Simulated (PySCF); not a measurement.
Atomic charges against the basis set

Acetamide, C₂H₅NO.
Numbering: `[CH3:1][C:2]([NH2:3])=[O:4]` (hydrogens: H5, H6, H7 on C1; H8, H9 on N3)

PBE0 throughout (PySCF), one geometry, spherical d and f functions. Isolated species at its PBE0-D3(BJ)/def2-SVP geometry, gas phase. Atoms taken as equivalent share a column and are averaged.

Mulliken charges (e):

| basis | functions | C1 | C2 | N3 | O4 | H5/H6/H7 | H8/H9 |
| --- | --- | --- | --- | --- | --- | --- | --- |
| STO-3G | 25 | -0.259 | +0.231 | -0.411 | -0.254 | +0.088 | +0.215 |
| 6-31G | 46 | -0.566 | +0.523 | -0.784 | -0.456 | +0.194 | +0.350 |
| pcSseg-0 | 46 | -0.694 | +0.555 | -0.760 | -0.526 | +0.253 | +0.334 |
| 6-31G* | 66 | -0.628 | +0.582 | -0.804 | -0.478 | +0.201 | +0.363 |
| def2-SVP | 81 | -0.083 | +0.065 | -0.165 | -0.278 | +0.062 | +0.138 |
| cc-pVDZ | 81 | -0.076 | +0.077 | -0.130 | -0.279 | +0.064 | +0.109 |
| aug-cc-pVDZ | 137 | +0.400 | +0.646 | -0.040 | -0.653 | -0.086 | -0.047 |
| 6-311+G(2d,p) | 138 | -0.499 | +0.460 | -0.429 | -0.499 | +0.160 | +0.243 |
| def2-TZVP | 154 | -0.368 | +0.281 | -0.444 | -0.362 | +0.132 | +0.248 |
| IGLO-III | 190 | -0.401 | +0.442 | -0.369 | -0.475 | +0.130 | +0.207 |
| cc-pVTZ | 190 | -0.300 | +0.206 | -0.228 | -0.333 | +0.109 | +0.164 |

IAO charges (e):

```csv
basis,functions,C1,C2,N3,O4,H5/H6/H7,H8/H9
STO-3G,25,-0.439,+0.227,-0.408,-0.265,+0.142,+0.229
6-31G,46,-0.489,+0.406,-0.508,-0.477,+0.166,+0.284
pcSseg-0,46,-0.487,+0.394,-0.479,-0.464,+0.164,+0.271
6-31G*,66,-0.474,+0.450,-0.510,-0.497,+0.158,+0.278
def2-SVP,81,-0.465,+0.441,-0.495,-0.493,+0.154,+0.274
cc-pVDZ,81,-0.474,+0.446,-0.506,-0.492,+0.157,+0.277
aug-cc-pVDZ,137,-0.482,+0.459,-0.528,-0.516,+0.164,+0.288
"6-311+G(2d,p)",138,-0.484,+0.460,-0.529,-0.517,+0.164,+0.289
def2-TZVP,154,-0.485,+0.463,-0.527,-0.516,+0.164,+0.287
IGLO-III,190,-0.486,+0.461,-0.530,-0.518,+0.165,+0.289
cc-pVTZ,190,-0.487,+0.461,-0.525,-0.512,+0.164,+0.286
```

Some averages cover members that differ in this geometry, most widely: H5/H6/H7, Mulliken in aug-cc-pVDZ -0.205 to -0.026; H5/H6/H7, Mulliken in IGLO-III +0.093 to +0.149; H5/H6/H7, Mulliken in 6-31G +0.159 to +0.212; H5/H6/H7, Mulliken in 6-31G* +0.168 to +0.217 e.

Problem. Which scheme is steadiest as the basis changes?

Solution. Largest range over the bases for any column: IAO 0.25 e, Mulliken 1.09 e. IAO charges move least and Mulliken charges most, counted in e. Without the minimal STO-3G basis the ranges are IAO 0.07, Mulliken 1.09 e.

Problem. What do the same runs give for the total energy, the frontier levels and the dipole moment?

Solution. 
| basis | energy (Eh) | HOMO (eV) | LUMO (eV) | μ (D) |
| --- | --- | --- | --- | --- |
| STO-3G | -206.2450 | -3.62 | 4.47 | 2.73 |
| 6-31G | -208.9105 | -7.03 | 1.10 | 3.95 |
| pcSseg-0 | -208.4800 | -7.15 | 1.04 | 3.91 |
| 6-31G* | -208.9706 | -6.94 | 1.28 | 3.72 |
| def2-SVP | -208.8266 | -7.06 | 1.15 | 3.77 |
| cc-pVDZ | -208.9914 | -6.95 | 1.24 | 3.68 |
| aug-cc-pVDZ | -209.0123 | -7.37 | -0.36 | 3.88 |
| 6-311+G(2d,p) | -209.0479 | -7.40 | 0.03 | 3.94 |
| def2-TZVP | -209.0649 | -7.32 | 0.79 | 3.88 |
| IGLO-III | -209.0703 | -7.38 | 0.37 | 3.89 |
| cc-pVTZ | -209.0578 | -7.24 | 0.88 | 3.81 |

The dipole is fixed by the density alone, so its range of 1.22 D shows that the density itself changes with the basis, not only its division among atoms.
